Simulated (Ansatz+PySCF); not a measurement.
**singlet C₂H₆ in separate pieces: levels of theory in one basis**

```xyz
8

C     0.0000    0.0000    0.0000
H     1.0903    0.0000    0.0000
H    -0.5452    0.9443    0.0000
H    -0.5452   -0.9443    0.0000
C    30.0000    0.0000    0.0000
H    29.8967   -0.9660   -0.4950
H    30.2784    0.8817   -0.5779
H    29.8250    0.0843    1.0729
```

Basis set: STO-3G (spherical functions). Correlated methods keep 2 orbitals frozen. Charge 0, multiplicity 1.

Computed with Ansatz (development build ahead of 0.2.0); each method stands on the lowest determinant of its kind that the runs found. NEVPT2 correlates all electrons. Active spaces start from the frontier orbitals, and the lowest solution found is given.

| method | E − E(RHF) (eV) | <S²> of the determinant |
| --- | --- | --- |
| RHF | 0.00 | 0.00 |
| UHF | -9.17 | 1.03 |
| UHF-MP2 | -11.27 | 1.03 |
| RHF-CCSD | -12.44 | – |
| UHF-CCSD | -12.36 | 1.03 |
| RHF-CCSD(T) | -12.45 | – |
| UHF-CCSD(T) | -12.37 | 1.03 |
| full CI (lowest root of this spin) | -12.37 | – |
| SC-NEVPT2(2,2) | -11.27 | – |

Q: What does CASSCF(2,2) give on the same scale?

A: -8.91 eV.

At such a shape the full CI root can have another spatial symmetry than the determinants, so the rows needn't describe one state.

Q: Is a single determinant a sound starting point here?

A: It is doubtful. Unrestricted orbitals lower Hartree–Fock by 9.17 eV and <S²> is 1.03 where a pure state has 0.00, a sign of strong static correlation. The CASSCF(2,2) natural occupations are 1.00, 1.00.

Caution for RHF, RHF-CCSD, RHF-CCSD(T): an unrestricted determinant lies well below. Caution for UHF, UHF-MP2, UHF-CCSD, UHF-CCSD(T): the unrestricted determinant is a mixture of spin states. Caution for UHF-MP2, UHF-CCSD, UHF-CCSD(T): bonds are stretched, where a single reference can fail. Caution for RHF-CCSD, RHF-CCSD(T): very large amplitudes, the method is breaking down. Caution for RHF-CCSD, UHF-CCSD, RHF-CCSD(T), UHF-CCSD(T): the program doubts this total.
